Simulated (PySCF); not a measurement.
Screening by computed properties: pick the candidate that meets the target.

Each SMILES stands for a single optimised conformer of the isolated species, non-relativistic unless stated. Electronic properties by PySCF.

The conformers computed, where there is a choice (atom-mapped SMILES and torsion angles):
- `[CH3:1][c:2]1[cH:3][cH:4][c:5]([P:6](=[O:7])([OH:8])[OH:9])[cH:10][cH:11]1`: C4–C5–P6–O7 172°, H–O8–P6–C5 110°, H–O9–P6–C5 -149°
- `[O:1]=[S:2](=[O:3])([OH:4])[C@@H:5]1[CH2:6][C@H:7]1[F:8]`: O1–S2–C5–C6 -79°, H–O4–S2–O1 -16°
- `[F:1][C:2]1=[CH:3][C:4]([O:5][C:6]([F:7])([F:8])[F:9])=[CH:10][CH2:11]1`: C3–C4–O5–C6 180°, C4–O5–C6–F7 180°
- `[CH3:1][O:2][C:3](=[O:4])[c:5]1[p:6][cH:7][cH:8][c:9]([CH3:10])[p:11]1`: C1–O2–C3–O4 1°, O2–C3–C5–P6 179°
- `[CH:1]#[C:2][P@:3](=[O:4])([CH2:5][CH3:6])[CH2:7][SiH3:8]`: C2–P3–C5–C6 -60°, C2–P3–C7–Si8 173°
- `[CH3:1]/[N:2]=[CH:3]\[C@@H:4]1[O:5][C@H:6]1[O:7][CH:8]([F:9])[F:10]`: N2–C3–C4–O5 -176°, O5–C6–O7–C8 23°, C6–O7–C8–F9 88°
- `[CH3:1]/[C:2]([C:3]#[C:4][C:5]#[N:6])=[CH:7]\[C:8]([F:9])([F:10])[F:11]`: C2–C7–C8–F9 -177°

Question: Wanted: dipole moment between 3.8 D and 4.4 D (PBE0/pcSseg-1) and HOMO energy below -7.24 eV (PBE0/pcSseg-1), at GFN2-xTB geometries. Which candidate meets both?
A. `O=S(=O)(O)[C@@H]1C[C@H]1F`
B. `Cc1ccc(P(=O)(O)O)cc1`
C. `FC1=CC(OC(F)(F)F)=CC1`
D. `N#Cc1ccccc1`
E. `C#C[P@](=O)(CC)C[SiH3]`
F. `COC(=O)c1pccc(C)p1`
G. `FC(O[C@H]1[C@H](/C=N\C)O1)F`

Answer: E. Computed values:
```
                    species  dipole moment  HOMO energy
FC(O[C@H]1[C@H](/C=N\C)O1)F         0.78 D     -7.29 eV
      FC1=CC(OC(F)(F)F)=CC1         1.95 D     -6.79 eV
       Cc1ccc(P(=O)(O)O)cc1         2.35 D     -7.46 eV
         COC(=O)c1pccc(C)p1         3.13 D     -7.18 eV
  O=S(=O)(O)[C@@H]1C[C@H]1F         3.49 D     -8.83 eV
     C#C[P@](=O)(CC)C[SiH3]         4.12 D     -7.69 eV
                N#Cc1ccccc1         4.60 D     -7.88 eV
```

Question: Wanted: smallest rotational constant between 0.4 GHz and 0.7 GHz (GFN2-xTB) and HOMO–LUMO gap below 6.4 eV (PBE0/pcSseg-1), at GFN2-xTB geometries. Which candidate meets both?
A. `N#Cc1ccccc1`
B. `O=S(=O)(O)[C@@H]1C[C@H]1F`
C. `C(c1pccc(C)p1)(OC)=O`
D. `Cc1ccc(P(=O)(O)O)cc1`
E. `C#C[P@](=O)(CC)C[SiH3]`
F. `C/C(C#CC#N)=C\C(F)(F)F`

Answer: C. Computed values:
| species | smallest rotational constant | HOMO–LUMO gap |
| --- | --- | --- |
| C/C(C#CC#N)=C\C(F)(F)F | 0.388 GHz | 5.42 eV |
| C(c1pccc(C)p1)(OC)=O | 0.444 GHz | 4.71 eV |
| Cc1ccc(P(=O)(O)O)cc1 | 0.495 GHz | 6.61 eV |
| C#C[P@](=O)(CC)C[SiH3] | 0.876 GHz | 7.48 eV |
| O=S(=O)(O)[C@@H]1C[C@H]1F | 1.120 GHz | 9.17 eV |
| N#Cc1ccccc1 | 1.236 GHz | 6.28 eV |
